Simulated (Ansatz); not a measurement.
# BCl2 (quartet): geometry optimisation

Aim: relax a generated start of BCl2 (quartet) and see which bonds hold.

Program: Ansatz 0.2.0, Gaussian basis. Level of theory: UKS PBE0/def2-TZVP. These are calculated values, not measurements.

## Step 1: The system as given

3 atoms, charge 0, spin multiplicity 4.

Atoms are counted from 1 here; the program's logs count them from 0.

Bond lengths: B1–Cl2 1.852 Å, B1–Cl3 1.852 Å. Angles: Cl2–B1–Cl3 90.5°.

The start was built by rule and, where that kept it together, relaxed with GFN2-xTB. Sticks and bond lists go by distance. 

## Step 2: The run

Input file in.yaml:

```yaml
crystal:
  periodic: [false, false, false]
  atoms:
    - {symbol: B, position_ang: [0.038415, 0.001409, -1.131141]}
    - {symbol: Cl, position_ang: [-0.015986, 1.314564, 0.173759]}
    - {symbol: Cl, position_ang: [0.004272, -1.314994, 0.171170]}
basis:
  gaussian: {orbitals: def2-TZVP}
magnetization: {spin_polarized: true, initial_magnetization: 3}
hamiltonian: {xc: pbe0}
relax: {f_tol: 0.004, max_steps: 80}
```

Command:

```
ansatz run in.yaml --threads 1 --pin off --events-out ev --progress --plain --max-ram 2176MiB
```

Q: Predict the outcome of this session. Wanted: energy gained; shift from the start; total energy; dipole moment; ⟨S²⟩.

The runs gave:

| quantity | value |
| --- | --- |
| steps | 4 |
| energy gained | 0.006 eV |
| shift from the start (rms) | 0.016 Å |
| total energy | -25708.5223 eV |
| dipole moment | 1.08 D |
| ⟨S²⟩ | 3.757 |

**Reading.** The bonds of the start are those of the end. B1–Cl2 went from 1.852 to 1.837 Å. No vibrations were run, so this is a stationary point, not a proven minimum, and this spin need not be the ground state's.
